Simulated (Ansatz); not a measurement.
**Molecular dynamics of AlH$_{4}$N**

Input file:

```yaml
crystal:
  periodic: [false, false, false]
  atoms:
    - { symbol: Al, position_ang: [0.034991, -9.6e-05, -0.019875] }
    - { symbol: H, position_ang: [0.033576, -0.564816, 1.4593] }
    - { symbol: "N", position_ang: [1.572802, -4.2e-05, -0.907804] }
    - { symbol: H, position_ang: [2.46036, -0.334812, -0.542838] }
    - { symbol: H, position_ang: [1.699154, 0.335089, -1.859022] }
    - { symbol: H, position_ang: [-1.245783, 0.564677, -0.759761] }
basis:
  gaussian: { orbitals: def2-SVP }
hamiltonian:
  xc: b3lyp
md:
  timestep: 1.0
  n_steps: 150
  ensemble: nvt_nose_hoover
  temperature: 300.0
  initial_velocities: maxwell_boltzmann
  seed: 28220
  nose_hoover: { tau: 50.0, chain_length: 1 }
  temperature_schedule:
    - { n_steps: 37, end_temperature: 300.0 }
    - { n_steps: 113, end_temperature: 900.0 }
```

Launched with:

```bash
$ ansatz run input.yaml --threads 1 --pin off --max-ram 2048MiB --backend cpu --events-out ev --progress --plain --runs-dir out
```

It starts from a relaxed structure.

Output, in part (one step line in 3, the closing report, with atoms numbered from 0):

```
md step     0: t =     0.00 fs  T =   300.0 K (target 300.0 K)  F+E_penalty+E_count = -8150.08951362 eV  E_kin = 0.155112 eV  conserved = -8149.93440162 eV  (22 SCF iters)
md step     3: t =     3.00 fs  T =   244.4 K (target 300.0 K)  F+E_penalty+E_count = -8150.06004996 eV  E_kin = 0.126345 eV  conserved = -8149.93372435 eV  (21 SCF iters)
md step     6: t =     6.00 fs  T =   187.3 K (target 300.0 K)  F+E_penalty+E_count = -8150.03019006 eV  E_kin = 0.096846 eV  conserved = -8149.93351868 eV  (20 SCF iters)
md step     9: t =     9.00 fs  T =   165.3 K (target 300.0 K)  F+E_penalty+E_count = -8150.01918633 eV  E_kin = 0.085492 eV  conserved = -8149.93424187 eV  (21 SCF iters)
md step    12: t =    12.00 fs  T =    74.5 K (target 300.0 K)  F+E_penalty+E_count = -8149.97103119 eV  E_kin = 0.038500 eV  conserved = -8149.93353409 eV  (21 SCF iters)
md step    15: t =    15.00 fs  T =    36.1 K (target 300.0 K)  F+E_penalty+E_count = -8149.95083158 eV  E_kin = 0.018648 eV  conserved = -8149.93348882 eV  (21 SCF iters)
md step    18: t =    18.00 fs  T =    57.2 K (target 300.0 K)  F+E_penalty+E_count = -8149.96175519 eV  E_kin = 0.029555 eV  conserved = -8149.93398266 eV  (21 SCF iters)
md step    21: t =    21.00 fs  T =    62.4 K (target 300.0 K)  F+E_penalty+E_count = -8149.96323408 eV  E_kin = 0.032271 eV  conserved = -8149.93347491 eV  (23 SCF iters)
md step    24: t =    24.00 fs  T =   127.4 K (target 300.0 K)  F+E_penalty+E_count = -8149.99559334 eV  E_kin = 0.065895 eV  conserved = -8149.93366031 eV  (21 SCF iters)
md step    27: t =    27.00 fs  T =   198.8 K (target 300.0 K)  F+E_penalty+E_count = -8150.02996909 eV  E_kin = 0.102798 eV  conserved = -8149.93413721 eV  (21 SCF iters)
md step    30: t =    30.00 fs  T =   217.4 K (target 300.0 K)  F+E_penalty+E_count = -8150.03491742 eV  E_kin = 0.112394 eV  conserved = -8149.93345140 eV  (20 SCF iters)
md step    33: t =    33.00 fs  T =   274.6 K (target 300.0 K)  F+E_penalty+E_count = -8150.06010937 eV  E_kin = 0.141984 eV  conserved = -8149.93401540 eV  (21 SCF iters)
md step    36: t =    36.00 fs  T =   266.2 K (target 300.0 K)  F+E_penalty+E_count = -8150.04995528 eV  E_kin = 0.137612 eV  conserved = -8149.93396689 eV  (22 SCF iters)
md step    39: t =    39.00 fs  T =   210.5 K (target 308.0 K)  F+E_penalty+E_count = -8150.01561420 eV  E_kin = 0.108860 eV  conserved = -8149.93328651 eV  (21 SCF iters)
md step    42: t =    42.00 fs  T =   225.7 K (target 323.9 K)  F+E_penalty+E_count = -8150.01919285 eV  E_kin = 0.116714 eV  conserved = -8149.93379772 eV  (22 SCF iters)
md step    45: t =    45.00 fs  T =   197.5 K (target 339.8 K)  F+E_penalty+E_count = -8149.99962106 eV  E_kin = 0.102098 eV  conserved = -8149.93398062 eV  (21 SCF iters)
md step    48: t =    48.00 fs  T =   124.6 K (target 355.8 K)  F+E_penalty+E_count = -8149.95727717 eV  E_kin = 0.064427 eV  conserved = -8149.93314357 eV  (21 SCF iters)
md step    51: t =    51.00 fs  T =   135.6 K (target 371.7 K)  F+E_penalty+E_count = -8149.96002436 eV  E_kin = 0.070094 eV  conserved = -8149.93376270 eV  (21 SCF iters)
md step    54: t =    54.00 fs  T =   111.3 K (target 387.6 K)  F+E_penalty+E_count = -8149.94351699 eV  E_kin = 0.057544 eV  conserved = -8149.93359520 eV  (21 SCF iters)
md step    57: t =    57.00 fs  T =    96.7 K (target 403.5 K)  F+E_penalty+E_count = -8149.93243843 eV  E_kin = 0.049982 eV  conserved = -8149.93318734 eV  (21 SCF iters)
md step    60: t =    60.00 fs  T =   157.9 K (target 419.5 K)  F+E_penalty+E_count = -8149.96011364 eV  E_kin = 0.081634 eV  conserved = -8149.93366882 eV  (21 SCF iters)
md step    63: t =    63.00 fs  T =   186.6 K (target 435.4 K)  F+E_penalty+E_count = -8149.96817073 eV  E_kin = 0.096490 eV  conserved = -8149.93351968 eV  (20 SCF iters)
md step    66: t =    66.00 fs  T =   237.6 K (target 451.3 K)  F+E_penalty+E_count = -8149.98631681 eV  E_kin = 0.122857 eV  conserved = -8149.93330697 eV  (20 SCF iters)
md step    69: t =    69.00 fs  T =   324.7 K (target 467.3 K)  F+E_penalty+E_count = -8150.01987530 eV  E_kin = 0.167888 eV  conserved = -8149.93377004 eV  (21 SCF iters)
md step    72: t =    72.00 fs  T =   332.6 K (target 483.2 K)  F+E_penalty+E_count = -8150.00933911 eV  E_kin = 0.171946 eV  conserved = -8149.93330513 eV  (21 SCF iters)
md step    75: t =    75.00 fs  T =   367.5 K (target 499.1 K)  F+E_penalty+E_count = -8150.01239253 eV  E_kin = 0.190020 eV  conserved = -8149.93324869 eV  (21 SCF iters)
md step    78: t =    78.00 fs  T =   409.8 K (target 515.0 K)  F+E_penalty+E_count = -8150.01703970 eV  E_kin = 0.211870 eV  conserved = -8149.93383506 eV  (21 SCF iters)
md step    81: t =    81.00 fs  T =   322.7 K (target 531.0 K)  F+E_penalty+E_count = -8149.95410225 eV  E_kin = 0.166873 eV  conserved = -8149.93289100 eV  (21 SCF iters)
md step    84: t =    84.00 fs  T =   294.7 K (target 546.9 K)  F+E_penalty+E_count = -8149.92608926 eV  E_kin = 0.152370 eV  conserved = -8149.93328837 eV  (21 SCF iters)
md step    87: t =    87.00 fs  T =   254.5 K (target 562.8 K)  F+E_penalty+E_count = -8149.89126005 eV  E_kin = 0.131600 eV  conserved = -8149.93327632 eV  (23 SCF iters)
md step    90: t =    90.00 fs  T =   143.7 K (target 578.8 K)  F+E_penalty+E_count = -8149.82323500 eV  E_kin = 0.074276 eV  conserved = -8149.93246815 eV  (21 SCF iters)
md step    93: t =    93.00 fs  T =   181.1 K (target 594.7 K)  F+E_penalty+E_count = -8149.83513176 eV  E_kin = 0.093649 eV  conserved = -8149.93278104 eV  (21 SCF iters)
md step    96: t =    96.00 fs  T =   272.2 K (target 610.6 K)  F+E_penalty+E_count = -8149.86955826 eV  E_kin = 0.140727 eV  conserved = -8149.93350607 eV  (22 SCF iters)
md step    99: t =    99.00 fs  T =   277.3 K (target 626.5 K)  F+E_penalty+E_count = -8149.85504192 eV  E_kin = 0.143373 eV  conserved = -8149.93206397 eV  (21 SCF iters)
md step   102: t =   102.00 fs  T =   446.7 K (target 642.5 K)  F+E_penalty+E_count = -8149.92287910 eV  E_kin = 0.230962 eV  conserved = -8149.93346215 eV  (21 SCF iters)
md step   105: t =   105.00 fs  T =   527.3 K (target 658.4 K)  F+E_penalty+E_count = -8149.93277991 eV  E_kin = 0.272657 eV  conserved = -8149.93261835 eV  (21 SCF iters)
md step   108: t =   108.00 fs  T =   568.1 K (target 674.3 K)  F+E_penalty+E_count = -8149.91983161 eV  E_kin = 0.293725 eV  conserved = -8149.93217236 eV  (21 SCF iters)
md step   111: t =   111.00 fs  T =   721.2 K (target 690.3 K)  F+E_penalty+E_count = -8149.95964841 eV  E_kin = 0.372913 eV  conserved = -8149.93274642 eV  (21 SCF iters)
md step   114: t =   114.00 fs  T =   763.7 K (target 706.2 K)  F+E_penalty+E_count = -8149.93352442 eV  E_kin = 0.394878 eV  conserved = -8149.93271679 eV  (21 SCF iters)
md step   117: t =   117.00 fs  T =   648.9 K (target 722.1 K)  F+E_penalty+E_count = -8149.82916749 eV  E_kin = 0.335528 eV  conserved = -8149.93146849 eV  (21 SCF iters)
md step   120: t =   120.00 fs  T =   598.0 K (target 738.1 K)  F+E_penalty+E_count = -8149.76470012 eV  E_kin = 0.309184 eV  conserved = -8149.93270497 eV  (21 SCF iters)
md step   123: t =   123.00 fs  T =   376.1 K (target 754.0 K)  F+E_penalty+E_count = -8149.61629193 eV  E_kin = 0.194479 eV  conserved = -8149.93080820 eV  (22 SCF iters)
md step   126: t =   126.00 fs  T =   274.7 K (target 769.9 K)  F+E_penalty+E_count = -8149.54407124 eV  E_kin = 0.142045 eV  conserved = -8149.93066756 eV  (21 SCF iters)
md step   129: t =   129.00 fs  T =   463.1 K (target 785.8 K)  F+E_penalty+E_count = -8149.61890793 eV  E_kin = 0.239456 eV  conserved = -8149.93191123 eV  (21 SCF iters)
md step   132: t =   132.00 fs  T =   594.1 K (target 801.8 K)  F+E_penalty+E_count = -8149.64778252 eV  E_kin = 0.307172 eV  conserved = -8149.93132344 eV  (22 SCF iters)
md step   135: t =   135.00 fs  T =   813.9 K (target 817.7 K)  F+E_penalty+E_count = -8149.71433853 eV  E_kin = 0.420821 eV  conserved = -8149.93099512 eV  (21 SCF iters)
md step   138: t =   138.00 fs  T =  1182.8 K (target 833.6 K)  F+E_penalty+E_count = -8149.83563835 eV  E_kin = 0.611559 eV  conserved = -8149.93315033 eV  (21 SCF iters)
md step   141: t =   141.00 fs  T =  1070.9 K (target 849.6 K)  F+E_penalty+E_count = -8149.69457703 eV  E_kin = 0.553680 eV  conserved = -8149.92977918 eV  (21 SCF iters)
md step   144: t =   144.00 fs  T =  1054.7 K (target 865.5 K)  F+E_penalty+E_count = -8149.61615318 eV  E_kin = 0.545297 eV  conserved = -8149.92923649 eV  (21 SCF iters)
md step   147: t =   147.00 fs  T =  1399.6 K (target 881.4 K)  F+E_penalty+E_count = -8149.71538676 eV  E_kin = 0.723633 eV  conserved = -8149.93131967 eV  (21 SCF iters)
md step   150: t =   150.00 fs  T =  1412.2 K (target 897.3 K)  F+E_penalty+E_count = -8149.62629140 eV  E_kin = 0.730156 eV  conserved = -8149.93063654 eV  (23 SCF iters)
Total energy: -8149.62651520 eV, -299.4932504183 hartree
Atom 0 at     0.040975    -0.009937    -0.026799 Å, force    -0.507299    -0.087054    -0.759592 eV/Å
Atom 1 at    -0.087164    -0.781001     1.259749 Å, force     0.044812    -0.295936     1.395302 eV/Å
Atom 2 at     1.594579     0.093946    -0.886779 Å, force    -1.213551    -0.264059    -1.069648 eV/Å
Atom 3 at     2.477332    -0.149397    -0.485228 Å, force     0.711556    -0.283622     0.083505 eV/Å
Atom 4 at     1.434672    -0.366711    -1.808104 Å, force     0.746976     0.677494     0.505529 eV/Å
Atom 5 at    -1.340318     0.254609    -0.775562 Å, force     0.217506     0.253177    -0.155096 eV/Å
Dipole moment:     0.259528    -0.047646    -0.047212 e Å
```

The run went to its last step. The conserved energy stayed within 0.97 meV per atom of its start (net change 0.63 meV per atom), so the integration is sound. The schedule's set-point averaged 701 K over the second half and the system 588 K, so it lags behind the ramp. A run of 0.15 ps of so small a system gives no equilibrium averages.

The same pairs are bonded in the first frame and the last. Pairs count as bonded within 1.25 times the sum of covalent radii (0.12 Å more for H–H).

Last frame:

```xyz
6
Properties=species:S:1:pos:R:3
Al 0.041 -0.010 -0.027
H -0.087 -0.781 1.260
N 1.595 0.094 -0.887
H 2.477 -0.149 -0.485
H 1.435 -0.367 -1.808
H -1.340 0.255 -0.776
```

Run time: 2.6 min on 1 thread of Arm Neoverse V1 (shared host), peak memory 0.089 GiB.
